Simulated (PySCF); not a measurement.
## CFCl3: calculation against experiment

**Experimental background.**

From NIST CCCBDB Release 22 (SRD 101), experimental dipoles, for the gas: dipole moment (microwave Stark effect, vibrational ground state) 0.46 ± 0.02 D.

How close the calculation comes is told at the end.

Compound: CFCl3.
SMILES with atom numbers: `[F:1][C:2]([Cl:3])([Cl:4])[Cl:5]`

Geometry (GFN2-xTB, Å), atoms numbered from 1 in this order:
```
atom  x, y, z in Å
F1     0.0603   -0.1410    1.3961
C2     0.0046   -0.0063    0.0667
Cl3   -0.4579    1.6606   -0.3126
Cl4    1.6028   -0.3706   -0.6039
Cl5   -1.2011   -1.1397   -0.5634
```

Runs made with PySCF (gas phase, on this GFN2-xTB geometry; no spin–orbit coupling):

```
          level         job  basis functions  wall time
    B97-2/pcX-1  shieldings              168      9.1 s
BHandHLYP/pcX-1  shieldings              168      8.5 s
CAM-B3LYP/pcX-1  shieldings              168      9.8 s
  HCTH407/pcX-1  shieldings              168       10 s
    HSE06/pcX-1  shieldings              168       15 s
  LC-wPBE/pcX-1  shieldings              168       13 s
     OLYP/pcX-1  shieldings              168       11 s
     WP04/pcX-1  shieldings              168       10 s
 mPW1PW91/pcX-1  shieldings              168      9.8 s
   revPBE/pcX-1  shieldings              168       11 s
  wB97X-D/pcX-1  shieldings              168       13 s
    wB97X/pcX-1  shieldings              168       11 s
```

Hardware: Intel Xeon at 2.30 GHz, one thread, shared host.

**Comparison with experiment**

**Dipole moment.** Measured: 0.46 D (NIST CCCBDB Release 22 (SRD 101), experimental dipoles).

```csv
level,computed (D),computed − measured (D),% (from the printed values)
B97-2/pcX-1,0.41,-0.05,-11
BHandHLYP/pcX-1,0.52,+0.06,+13
CAM-B3LYP/pcX-1,0.43,-0.03,-7
HCTH407/pcX-1,0.31,-0.15,-33
HSE06/pcX-1,0.42,-0.04,-9
LC-wPBE/pcX-1,0.40,-0.06,-13
OLYP/pcX-1,0.28,-0.18,-39
WP04/pcX-1,0.54,+0.08,+17
mPW1PW91/pcX-1,0.43,-0.03,-7
revPBE/pcX-1,0.28,-0.18,-39
wB97X-D/pcX-1,0.42,-0.04,-9
wB97X/pcX-1,0.40,-0.06,-13
```

The computed dipoles belong to one fixed geometry; measured ones are averaged over vibrations unless marked μe. Magnitudes are compared, not signs.

No measured geometry was used, and the causes of the misses weren't examined.
